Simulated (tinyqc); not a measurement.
ROHF in the sto-3g basis, for LiH, spin multiplicity 3, step by step. One step of it, computed by the program tinyqc.

Problem. Iteration 1: building the Fock matrix. J_ij = sum D_kl (ij|kl) with D = D(alpha) + D(beta), K_ij = sum D_kl (ik|jl) for each spin; F = H + J - K(s); E = tr D H + tr D J / 2 - 0.5 sum_s tr D(s) K(s) + E_nn.

D(alpha) at the start:
```
,1Li 1s,1Li 2s,1Li 2px,1Li 2py,1Li 2pz,2H 1s
1Li 1s,1.063472,-0.264640,0.000000,0.000000,0.004415,0.029541
1Li 2s,-0.264640,1.103844,0.000000,0.000000,-0.042014,-0.136474
1Li 2px,0.000000,0.000000,0.000000,0.000000,0.000000,0.000000
1Li 2py,0.000000,0.000000,0.000000,0.000000,0.000000,0.000000
1Li 2pz,0.004415,-0.042014,0.000000,0.000000,0.418063,0.377213
2H 1s,0.029541,-0.136474,0.000000,0.000000,0.377213,0.349194
```

D(beta) at the start:
```
,1Li 1s,1Li 2s,1Li 2px,1Li 2py,1Li 2pz,2H 1s
1Li 1s,1.011308,-0.024884,0.000000,0.000000,0.000264,0.004353
1Li 2s,-0.024884,0.000612,0.000000,0.000000,-0.000006,-0.000107
1Li 2px,0.000000,0.000000,0.000000,0.000000,0.000000,0.000000
1Li 2py,0.000000,0.000000,0.000000,0.000000,0.000000,0.000000
1Li 2pz,0.000264,-0.000006,0.000000,0.000000,0.000000,0.000001
2H 1s,0.004353,-0.000107,0.000000,0.000000,0.000001,0.000019
```

core Hamiltonian H = T + V (hartree):
```
,1Li 1s,1Li 2s,1Li 2px,1Li 2py,1Li 2pz,2H 1s
1Li 1s,-4.633210,-1.039346,0.000000,0.000000,-0.007595,-0.056021
1Li 2s,-1.039346,-1.325303,0.000000,0.000000,-0.081138,-0.338208
1Li 2px,0.000000,0.000000,-1.078147,0.000000,0.000000,0.000000
1Li 2py,0.000000,0.000000,0.000000,-1.078147,0.000000,0.000000
1Li 2pz,-0.007595,-0.081138,0.000000,0.000000,-1.137983,-0.476844
2H 1s,-0.056021,-0.338208,0.000000,0.000000,-0.476844,-1.147886
```

Two-electron integrals (ij|kl) in chemists' order, unique and non-zero (hartree):
```
i,j,k,l,(ij|kl)
1,1,1,1,1.680395
2,1,1,1,0.265420
2,1,2,1,0.049941
2,2,1,1,0.397727
2,2,2,1,0.092860
2,2,2,2,0.290562
3,1,3,1,0.008981
3,2,3,1,0.013788
3,2,3,2,0.064184
3,3,1,1,0.396640
3,3,2,1,0.092880
3,3,2,2,0.290497
3,3,3,3,0.312946
4,1,4,1,0.008981
4,2,4,1,0.013788
4,2,4,2,0.064184
4,3,4,3,0.016869
4,4,1,1,0.396640
4,4,2,1,0.092880
4,4,2,2,0.290497
4,4,3,3,0.279207
4,4,4,4,0.312946
5,1,5,1,0.008981
5,2,5,1,0.013788
5,2,5,2,0.064184
5,3,5,3,0.016869
5,4,5,4,0.016869
5,5,1,1,0.396640
5,5,2,1,0.092880
5,5,2,2,0.290497
5,5,3,3,0.279207
5,5,4,4,0.279207
5,5,5,5,0.312946
6,1,1,1,0.013023
6,1,2,1,0.002490
6,1,2,2,0.004808
6,1,3,3,0.004745
6,1,4,4,0.004745
6,1,5,1,0.000345
6,1,5,2,0.000677
6,1,5,5,0.004937
6,1,6,1,0.000140
6,2,1,1,0.065326
6,2,2,1,0.015602
6,2,2,2,0.056613
6,2,3,3,0.053246
6,2,4,4,0.053246
6,2,5,1,0.002344
6,2,5,2,0.017982
6,2,5,5,0.063295
6,2,6,1,0.000963
6,2,6,2,0.023530
6,3,3,1,0.000817
6,3,3,2,0.004708
6,3,5,3,0.002276
6,3,6,3,0.001111
6,4,4,1,0.000817
6,4,4,2,0.004708
6,4,5,4,0.002276
6,4,6,4,0.001111
6,5,1,1,0.092100
6,5,2,1,0.022103
6,5,2,2,0.081976
6,5,3,3,0.076386
6,5,4,4,0.076386
6,5,5,1,0.003599
6,5,5,2,0.027856
6,5,5,5,0.093081
6,5,6,1,0.001387
6,5,6,2,0.036231
6,5,6,5,0.056033
6,6,1,1,0.227089
6,6,2,1,0.054746
6,6,2,2,0.217832
6,6,3,3,0.200315
6,6,4,4,0.200315
6,6,5,1,0.007567
6,6,5,2,0.076574
6,6,5,5,0.252693
6,6,6,1,0.003376
6,6,6,2,0.121260
6,6,6,5,0.190904
6,6,6,6,0.774606
```

nuclear repulsion = 0.68134405 hartree

Give: Coulomb J; exchange K(alpha); exchange K(beta); F(alpha); F(beta); total energy of this density.

Solution.

Coulomb J (hartree):
```
,1Li 1s,1Li 2s,1Li 2px,1Li 2py,1Li 2pz,2H 1s
1Li 1s,4.070,0.695,0.000,0.000,0.004,0.035
1Li 2s,0.695,1.337,0.000,0.000,0.038,0.277
1Li 2px,0.000,0.000,1.320,0.000,0.000,0.000
1Li 2py,0.000,0.000,0.000,1.320,0.000,0.000
1Li 2pz,0.004,0.038,0.000,0.000,1.362,0.405
2H 1s,0.035,0.277,0.000,0.000,0.405,1.161
```

exchange K(alpha) (hartree):
```
,1Li 1s,1Li 2s,1Li 2px,1Li 2py,1Li 2pz,2H 1s
1Li 1s,1.706,0.273,0.000,0.000,0.001,0.018
1Li 2s,0.273,0.359,0.000,0.000,0.020,0.121
1Li 2px,0.000,0.000,0.081,0.000,0.000,0.000
1Li 2py,0.000,0.000,0.000,0.081,0.000,0.000
1Li 2pz,0.001,0.020,0.000,0.000,0.286,0.223
2H 1s,0.018,0.121,0.000,0.000,0.223,0.428
```

exchange K(beta) (hartree):
```
,1Li 1s,1Li 2s,1Li 2px,1Li 2py,1Li 2pz,2H 1s
1Li 1s,1.686,0.258,0.000,0.000,0.001,0.012
1Li 2s,0.258,0.046,0.000,0.000,0.000,0.002
1Li 2px,0.000,0.000,0.008,0.000,0.000,0.000
1Li 2py,0.000,0.000,0.000,0.008,0.000,0.000
1Li 2pz,0.001,0.000,0.000,0.000,0.008,0.000
2H 1s,0.012,0.002,0.000,0.000,0.000,0.000
```

F(alpha) (hartree):
```
,1Li 1s,1Li 2s,1Li 2px,1Li 2py,1Li 2pz,2H 1s
1Li 1s,-2.269,-0.617,0.000,0.000,-0.005,-0.039
1Li 2s,-0.617,-0.348,0.000,0.000,-0.063,-0.182
1Li 2px,0.000,0.000,0.161,0.000,0.000,0.000
1Li 2py,0.000,0.000,0.000,0.161,0.000,0.000
1Li 2pz,-0.005,-0.063,0.000,0.000,-0.062,-0.295
2H 1s,-0.039,-0.182,0.000,0.000,-0.295,-0.415
```

F(beta) (hartree):
```
,1Li 1s,1Li 2s,1Li 2px,1Li 2py,1Li 2pz,2H 1s
1Li 1s,-2.250,-0.602,0.000,0.000,-0.004,-0.034
1Li 2s,-0.602,-0.035,0.000,0.000,-0.044,-0.063
1Li 2px,0.000,0.000,0.233,0.000,0.000,0.000
1Li 2py,0.000,0.000,0.000,0.233,0.000,0.000
1Li 2pz,-0.004,-0.044,0.000,0.000,0.216,-0.073
2H 1s,-0.034,-0.063,0.000,0.000,-0.073,0.013
```

total energy of this density = -7.65480 hartree
